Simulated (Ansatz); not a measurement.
C3H9NO, SMILES `COCCN`, relaxed with RKS PBE0-D4/def2-TZVP in Ansatz from a PBE-D4/def2-SVP geometry. The force threshold is 0.005 eV/Å; the program also tests the step.

The species carries charge 0 and has multiplicity 1.

Start:

```xyz
14

C     1.851   -1.088   -0.215
O     0.507   -1.363   -0.531
C    -0.290   -0.210   -0.709
C    -0.764    0.421    0.608
N    -1.603    1.580    0.322
H     2.352   -0.475   -1.006
H     2.380   -2.058   -0.136
H     1.977   -0.549    0.756
H     0.236    0.568   -1.315
H    -1.178   -0.534   -1.296
H    -1.240   -0.388    1.221
H     0.120    0.767    1.186
H    -1.851    2.060    1.195
H    -2.498    1.269   -0.080
```

| step | energy (eV) | largest force (eV/Å) | largest move (Å) |
| --- | --- | --- | --- |
| 1 | -6789.1283 | 0.545 | 0.000 |
| 2 | -6789.1845 | 0.225 | 0.035 |
| 3 | -6789.1909 | 0.041 | 0.016 |
| 4 | -6789.1913 | 0.026 | 0.011 |
| 5 | -6789.1918 | 0.039 | 0.036 |
| 6 | -6789.1920 | 0.027 | 0.044 |
| 7 | -6789.1921 | 0.015 | 0.010 |
| 8 | -6789.1922 | 0.004 | 0.019 |
| 9 | -6789.1922 | 0.002 | 0.006 |

End:

```xyz
14

C     1.822   -1.087   -0.189
O     0.498   -1.355   -0.561
C    -0.289   -0.203   -0.722
C    -0.720    0.430    0.592
N    -1.615    1.540    0.313
H     2.301   -0.390   -0.891
H     2.363   -2.034   -0.209
H     1.899   -0.665    0.822
H     0.231    0.548   -1.334
H    -1.178   -0.520   -1.276
H    -1.148   -0.357    1.231
H     0.154    0.828    1.115
H    -1.818    2.062    1.155
H    -2.500    1.202   -0.045
```

Run time 22 s (4 threads of an Intel Xeon Platinum 8488C on a shared host); peak host memory 0.52 GiB.
